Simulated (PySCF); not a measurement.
**Gas-phase XPS of nitrogen trifluoride, computed**

Compound: nitrogen trifluoride, NF₃.
SMILES with atom numbers: `[F:1][N:2]([F:3])[F:4]`

Computed with PySCF 2.14.0, delta-SCF UKS SCAN, pcX-2 on the ionised atom, pcseg-1 elsewhere, spin-free X2C. Binding energies are ΔSCF values: E(core-ionised, relaxed orbitals) − E(ground state) at a fixed geometry, referred to the vacuum level.

Problem. Give the core binding energies atom by atom.

Solution. 
| atom(s) | bonded to | level | binding energy (eV) | count |
| --- | --- | --- | --- | --- |
| F1/F3/F4 | N | F 1s | 694.90 | 3 |
| N2 | 3 F | N 1s | 414.31 | 1 |

Problem. Which effective nuclear charge Zeff reproduces each element's mean 1s value in the hydrogen-like formula E = 13.606 eV × Zeff²?

Solution. N (Z = 7): mean 414.3 eV, Zeff = 5.52, Z − Zeff = 1.48; F (Z = 9): mean 694.9 eV, Zeff = 7.15, Z − Zeff = 1.85. Means run over the listed sites, weighted by atom count.

Problem. Express the binding energy of F 1s of F1/F3/F4 in atomic units and per mole.

Solution. 694.90 eV = 25.5371 Eh = 67048 kJ/mol.

Atoms equivalent by their bonding share one computed value, that of the first of them. Geometry: PBE0-D3(BJ)/def2-SVP; no solvent, vibrations or thermal averaging.
